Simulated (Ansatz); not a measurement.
**Other spins and charges of HSi–NH$_{2}$, singlet at one geometry**

Geometry (PBE0/def2-TZVP stationary point for this spin, not checked as a minimum):

```xyz
5

Si    0.0000   -0.0811    0.6246
N     0.0000    0.0494   -1.0775
H     0.0000    1.4343    0.8505
H     0.0000    0.9052   -1.6101
H     0.0000   -0.7657   -1.6709
```

Basis cc-pVTZ; Ansatz 0.2.0. Only valence electrons are correlated (noble-gas cores frozen). R marks a restricted (for open shells ROHF) determinant, U an unrestricted one. Active spaces: valence = (12e, 11o) chosen from the atoms' valence shells.

Gaps are energies of the second state less the first, at fixed atoms, for a selection of the levels run; each method lands on the state that its own search finds for that charge and spin.

Problem. PBE gives 8.637 eV for removing an electron, to the doublet. Estimate what UCCSDT(Q) gives in cc-pVTZ.

Solution. UCCSDT(Q) in cc-pVTZ gives 8.797 eV, so against it PBE is off by -0.160 eV.

```csv
level,gap (eV),error (meV)
RHF,7.926,-871
UHF,7.835,-962
RMP2,8.675,-122
UMP2,8.659,-138
RCCSD,8.789,-8
UCCSD,8.785,-12
RCCSD(T),8.802,5
UCCSD(T),8.801,4
BCCD(T),8.804,7
RCCSDT,8.799,2
UCCSDT,8.798,1
RCCSDT(Q),8.801,4
CASSCF (valence space),7.698,-1099
NEVPT2 (valence space),8.376,-421
r2SCAN,8.590,-207
PBE0,8.692,-105
B3LYP,8.802,5
wB97M-V,8.816,19
B2PLYP,8.710,-87
RPA-PBE,9.040,243
```

Full CI isn't at hand for all of this; UCCSDT(Q) serves as the reference, and is uncertain by about the last step of the cluster series. The frozen core follows each run's orbitals, which can shift R against U totals by a few meV.
